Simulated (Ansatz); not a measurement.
# Energy profile

The step: AlH₃SO ([OH][AlH][SH]) → AlHS ([AlH][S]) + H₂O (still joined by a long Al–O bond); bonds formed: O2–H4; bonds broken: S3–H4; bonds weakened to dative contacts: Al1–O2 (atoms numbered as in the saddle structure below).

```xyz
6
angstrom
Al -0.6517 0.3761 -0.5058
O 0.8050 0.1644 0.6205
S -0.2237 -1.4688 -1.3594
H 0.7616 -0.8352 0.0141
H -1.5093 1.6806 -0.3490
H 0.8180 0.0829 1.5795
```

Electronic energies by CCSD(T) at an estimated basis limit (MP2 extrapolated from triple and quadruple zeta, plus CCSD(T) − MP2 in triple zeta), on PBE0-D4/def2-TZVP structures; AlH3SO, closed shell; no counterpoise correction. Program: Ansatz 0.2.0. Basis: def2-TZVPP and def2-QZVPP. Cores are frozen in the correlated methods. Extrapolation: Hartree–Fock as exp(−7.88 √X), correlation as X^−2.97.

(1) Give the profile in eV, counted from the start structure. (An estimate is asked for; the value comes from the calculation.)

No T1 diagnostic of these runs exceeds 0.019.

Results:

(1) By the calculation:
```
                                                                                 point     eV
                                                                       start structure  0.000
                                                                                saddle  1.637
                                                                         end structure  1.419
separated: AlHS (linked as [AlH][S]; Al1, S3, H5; singlet) + H2O (O2, H4, H6; singlet)  2.390
```

For scale, one of the runs: CCSD(T)/def2-TZVPP, 157 basis functions, launched by `ansatz run in.yaml --threads 2 --pin off --events-out ev --progress --plain --max-ram 4352MiB`. The run took 12 s on 2 CPU threads of an Arm Neoverse V2 (shared host), with 1 GiB of host memory at its peak.
